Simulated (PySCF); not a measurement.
## Frontier levels across methods

C4H6N2.
Atom-mapped SMILES: `[CH3:1][c:2]1[cH:3][cH:4][nH:5][n:6]1` (hydrogens: H7, H8, H9 on C1; H10 on C3; H11 on C4; H12 on N5)

Structure used (PBE0-D3(BJ)/def2-SVP), in Å, numbered top down from 1:
```
atom  x, y, z in Å
C1     1.900   -0.023    0.176
C2     0.409   -0.060    0.116
C3    -0.445    0.570   -0.823
C4    -1.721    0.217   -0.430
N5    -1.567   -0.565    0.661
N6    -0.296   -0.747    1.009
H7     2.247    0.349    1.151
H8     2.327   -1.028    0.038
H9     2.307    0.632   -0.607
H10   -0.163    1.196   -1.666
H11   -2.702    0.458   -0.835
H12   -2.296   -1.001    1.210
```

Basis pcSseg-2 throughout (PySCF), one geometry. Isolated species at its PBE0-D3(BJ)/def2-SVP geometry, gas phase.

Question: How do the orbital energies, the gap and the dipole change with the method?

Answer: 
```json
{"method": "BLYP", "kind": "GGA", "HOMO (eV)": "-5.76", "LUMO (eV)": "-0.42", "gap (eV)": "5.34", "μ (D)": "1.89", "SCF cycles": "16"}
{"method": "B97-D", "kind": "GGA", "HOMO (eV)": "-5.85", "LUMO (eV)": "-0.45", "gap (eV)": "5.40", "μ (D)": "1.87", "SCF cycles": "16"}
{"method": "OPBE", "kind": "GGA", "HOMO (eV)": "-5.88", "LUMO (eV)": "-0.40", "gap (eV)": "5.48", "μ (D)": "1.81", "SCF cycles": "16"}
{"method": "KT2", "kind": "GGA", "HOMO (eV)": "-5.91", "LUMO (eV)": "-0.49", "gap (eV)": "5.42", "μ (D)": "1.81", "SCF cycles": "16"}
{"method": "KT3", "kind": "GGA", "HOMO (eV)": "-5.91", "LUMO (eV)": "-0.48", "gap (eV)": "5.43", "μ (D)": "1.80", "SCF cycles": "15"}
{"method": "PBE", "kind": "GGA", "HOMO (eV)": "-5.92", "LUMO (eV)": "-0.52", "gap (eV)": "5.39", "μ (D)": "1.86", "SCF cycles": "15"}
{"method": "BP86", "kind": "GGA", "HOMO (eV)": "-6.00", "LUMO (eV)": "-0.61", "gap (eV)": "5.39", "μ (D)": "1.87", "SCF cycles": "15"}
{"method": "LDA", "kind": "LDA", "HOMO (eV)": "-6.11", "LUMO (eV)": "-0.74", "gap (eV)": "5.36", "μ (D)": "1.89", "SCF cycles": "15"}
{"method": "B97-2", "kind": "global hybrid", "HOMO (eV)": "-6.77", "LUMO (eV)": "0.39", "gap (eV)": "7.16", "μ (D)": "1.91", "SCF cycles": "14"}
{"method": "B3LYP", "kind": "global hybrid", "HOMO (eV)": "-6.82", "LUMO (eV)": "0.18", "gap (eV)": "7.00", "μ (D)": "1.94", "SCF cycles": "14"}
{"method": "PBE0", "kind": "global hybrid", "HOMO (eV)": "-7.03", "LUMO (eV)": "0.44", "gap (eV)": "7.47", "μ (D)": "1.92", "SCF cycles": "14"}
{"method": "mPW1PW91", "kind": "global hybrid", "HOMO (eV)": "-7.04", "LUMO (eV)": "0.43", "gap (eV)": "7.47", "μ (D)": "1.93", "SCF cycles": "14"}
{"method": "BHandHLYP", "kind": "global hybrid", "HOMO (eV)": "-7.98", "LUMO (eV)": "1.07", "gap (eV)": "9.05", "μ (D)": "2.00", "SCF cycles": "12"}
{"method": "CAM-B3LYP", "kind": "range-separated hybrid", "HOMO (eV)": "-8.34", "LUMO (eV)": "1.22", "gap (eV)": "9.57", "μ (D)": "1.99", "SCF cycles": "13"}
{"method": "wB97X-D", "kind": "range-separated hybrid", "HOMO (eV)": "-8.85", "LUMO (eV)": "2.24", "gap (eV)": "11.09", "μ (D)": "1.97", "SCF cycles": "13"}
{"method": "HF", "kind": "Hartree–Fock", "HOMO (eV)": "-9.32", "LUMO (eV)": "2.56", "gap (eV)": "11.88", "μ (D)": "2.09", "SCF cycles": "12"}
{"method": "LC-wPBE", "kind": "range-separated hybrid", "HOMO (eV)": "-9.70", "LUMO (eV)": "2.31", "gap (eV)": "12.00", "μ (D)": "2.01", "SCF cycles": "15"}
```

The HOMO spans 3.93 eV, from BLYP down to LC-wPBE, and the gap runs from 5.34 eV (BLYP) to 12.00 eV (LC-wPBE). Over the methods BLYP (0 %), B97-D (0 %), OPBE (0 %), KT2 (0 %), KT3 (0 %), PBE (0 %), BP86 (0 %), LDA (0 %), B97-2 (21 %), B3LYP (20 %), PBE0 (25 %), mPW1PW91 (25 %), BHandHLYP (50 %), HF (100 %), a straight line through the gap against the share of exact exchange rises by 0.67 eV for each 10 % (correlation coefficient 0.995). The dipole ranges from 1.80 D (KT3) to 2.09 D (HF). This basis has no diffuse functions.

The vertical ΔSCF ionisation energy at B3LYP/def2-SVPD is 9.16 eV; −ε(HOMO) comes closest to it with HF (9.32 eV).
